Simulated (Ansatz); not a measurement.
The first iterations of a band of BClH2 + FH (6 atoms, charge 0, multiplicity 1).

Method: RKS B3LYP-D4/6-31G* in Ansatz 0.2.0.

- movable images: 9
- climbing image: yes
- spring: 0.1 eV/Å²
- optimiser: quadratic models (default)
- start path: through a guess of the saddle point
- force threshold: 0.05 eV/Å
- iteration limit: 60
- end points: relaxed

Initial state:

```xyz
6
Properties=species:S:1:pos:R:3
B 0.002 0.111 0.131
Cl -0.013 0.635 1.858
H 1.048 0.168 -0.427
H -1.049 0.096 -0.422
F 0.069 -1.887 0.498
H 0.064 -1.853 1.442
```

Final state:

```xyz
6
Properties=species:S:1:pos:R:3
B 0.016 -0.267 -0.762
Cl 0.018 -0.596 3.595
H 1.061 0.087 -1.216
H -1.057 0.029 -1.192
F 0.050 -1.060 0.309
H 0.032 -0.922 2.346
```

| iteration | highest image above the first end (eV) | largest band force component (eV/Å) |
| --- | --- | --- |
| 1 | 1.704 | 4.477 |
| 2 | 0.557 | 2.691 |
| 3 | 0.642 | 1.656 |
| 4 | 0.532 | 1.626 |
| 5 | 0.504 | 1.626 |
| 6 | 0.460 | 1.214 |
| 7 | 0.371 | 0.817 |
| 8 | 0.340 | 0.484 |

Does the band converge within its limit, and where does its top end?

The forces met the threshold. It ended after 25 iterations with the highest image 0.385 eV above the first end. Another band between the same ends (9 images) ends at a top of the same energy, where a vibrational analysis finds 1 clearly imaginary mode. The orbitals stay closed-shell, which can raise the energy where a bond breaks towards radicals; this wasn't checked here.

Run time: 5.5 min on 1 thread of Arm Neoverse V1, on a shared host, peak memory 0.11 GiB.
